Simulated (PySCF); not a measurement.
PySCF input for Na2, SMILES [Na][Na], PBE-D3(BJ)/def2-TZVPD. Geometry optimised at PBE-D3(BJ)/def2-TZVPD.

```python
import numpy as np
from pyscf import gto, scf, dft, df
from pyscf.hessian import thermo

mol = gto.M(
    atom='''
    Na    0.00000000    0.00000000   -1.54714653
    Na    0.00000000    0.00000000    1.54714653
    ''',
    basis='def2-TZVPD',
    charge=0,
    spin=0,
    max_memory=1600,
    verbose=3,
)
mf = dft.RKS(mol, xc='pbe').density_fit(auxbasis='def2-universal-jkfit')
mf.disp = 'd3bj'
mf.grids.level = 3
mf.conv_tol = 1e-11
mf.max_cycle = 100
mf.kernel()

# [left out here: the lines that compute and print the analytic Hessian (its translational invariance restored by hand, since the grid's response is missing), thermochemistry and intensities]
```

Program output:

```
converged SCF energy = -324.350068211799

WARN: DFTD3 does not support analytical Hessian, using finite difference


WARN: Mole.unit (angstrom) is changed to Bohr

Mode                                 0
Irrep
Freq [cm^-1]                      155.6845
Reduced mass [au]                  22.9898
Force const [Dyne/A]                0.3283
Char temp [K]                     223.9953
Normal mode                   x     y     z
       0  Na                 0.00  0.00 -0.15
       1  Na                 0.00  0.00  0.15
temperature 298.1500 [K]
pressure 101325.00 [Pa]
Rotational constants [GHz] inf 4.59187 4.59187
Symmetry number 2
Zero-point energy (ZPE) 0.00035 [Eh]   931.200 [J/mol]
                           tot       elec      trans        rot        vib
Entropy [J/mol/K]       229.874      0.000    156.490     62.499     10.885
Cv [J/mol/K]             28.720      0.000     12.472      8.314      7.934
Cp [J/mol/K]             37.035      0.000     20.786      8.314      7.934
Internal energy [J/mol]                      3718.434   2478.956   2594.473
Internal energy [Eh]   -324.34672  -324.35007
Enthalpy [J/mol]                             6197.391   2478.956   2594.473
Enthalpy [Eh]          -324.34578
Gibbs free energy [J/mol]                  -40460.073 -16155.044   -650.883
Gibbs free energy [Eh] -324.37188
mode   freq/cm-1   IR/(km/mol)
   1      155.68         0.000
max |gradient| / (hartree/bohr): 1.0826583498994176e-05
APT charges: [-0. -0.]
```

Self-consistency was reached.
